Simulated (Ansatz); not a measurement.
```yaml
crystal:
  periodic: [false, false, false]
  atoms:
    - {symbol: P, position_ang: [0.000000, 0.000000, 0.000000]}
    - {symbol: As, position_ang: [0.000000, 0.000000, 2.101800]}
basis:
  gaussian: {orbitals: def2-TZVP}
hamiltonian: {xc: pbe0}
relax: {f_tol: 0.004, max_steps: 80}
```

```sh
$ ansatz run in.yaml --threads 1 --pin off --events-out ev --progress --plain --max-ram 2176MiB
```

Steps of the relaxation (energy above the last step; positions in Å, forces in eV/Å):

```
2
step 1, 188.7 meV
P     0.000    0.000    0.000    0.000    0.000    3.048
As    0.000    0.000    2.102    0.000    0.000   -3.048
```

```
2
step 2, 29.8 meV
P     0.000    0.000    0.077    0.000    0.000   -1.512
As    0.000    0.000    2.025    0.000    0.000    1.512
```

```
2
step 3, 0.5 meV
P     0.000    0.000    0.054    0.000    0.000    0.177
As    0.000    0.000    2.047    0.000    0.000   -0.177
```

```
2
step 4, 0.0 meV
P     0.000    0.000    0.057    0.000    0.000    0.001
As    0.000    0.000    2.045    0.000    0.000   -0.001
```

Close pairs at the end: P1–As2 1.988 Å.

A stationary point of restricted PBE0 after 4 steps (its stability towards spin polarisation wasn't tested). 6.5 s on 1 thread of Intel Xeon Platinum 8488C, shared host.
